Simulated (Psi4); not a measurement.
Interaction energy of H2O ··· CH4O (SMILES O and CO). Monomers: optimised at B3LYP-D3(BJ) (def2-TZVP), held rigid. Orientation: a random orientation, not optimised. Only R, the distance of the centres of mass, is varied, so the lowest point isn't the relaxed dimer.

Geometry at R = 3.91 Å (first 3 atoms: monomer A):
```
9

O     -0.0005     0.3896     0.0000
H     -0.7648    -0.1958     0.0000
H      0.7653    -0.1938     0.0000
C      1.0224    -0.3688     4.1530
O      1.2273     0.8164     3.3968
H      1.3926    -1.2597     3.6338
H      1.5848    -0.2527     5.0783
H     -0.0326    -0.5200     4.4072
H      0.7400     0.7435     2.5704
```

Levels: PBE/def2-TZVP, counterpoise-corrected (Psi4); PBE-D3(BJ)/def2-TZVP, counterpoise-corrected (Psi4); SAPT0/jun-cc-pVDZ, frozen core (Psi4).

Interaction energies in kcal/mol; the last columns give the difference from SAPT0:

```
R / Å  PBE/def2-TZVP  PBE-D3(BJ)/def2-TZVP  SAPT0/jun-cc-pVDZ  PBE/def2-TZVP − SAPT0/jun-cc-pVDZ  PBE-D3(BJ)/def2-TZVP − SAPT0/jun-cc-pVDZ
-----  -------------  --------------------  -----------------  ---------------------------------  ----------------------------------------
3.34           -3.61                 -4.18              -2.75                              -0.86                                     -1.43
3.48           -3.33                 -3.85              -2.55                              -0.78                                     -1.30
3.72           -2.68                 -3.10              -2.03                              -0.65                                     -1.07
3.91           -2.16                 -2.51              -1.62                              -0.55                                     -0.90
4.08           -1.75                 -2.05              -1.29                              -0.46                                     -0.75
4.31           -1.30                 -1.53              -0.95                              -0.35                                     -0.58
4.59           -0.89                 -1.06              -0.64                              -0.25                                     -0.42
4.89           -0.58                 -0.70              -0.42                              -0.16                                     -0.29
5.44           -0.26                 -0.33              -0.19                              -0.07                                     -0.14
6.11           -0.10                 -0.13              -0.06                              -0.03                                     -0.06
7.11           -0.02                 -0.03               0.00                              -0.02                                     -0.03
8.45            0.01                  0.00               0.02                              -0.02                                     -0.02
```

PBE/def2-TZVP is furthest from SAPT0/jun-cc-pVDZ at 3.34 (-0.86 kcal/mol, below); its mean absolute difference over the points is 0.35 kcal/mol.

PBE-D3(BJ)/def2-TZVP is furthest from SAPT0/jun-cc-pVDZ at 3.34 (-1.43 kcal/mol, below); its mean absolute difference over the points is 0.58 kcal/mol.
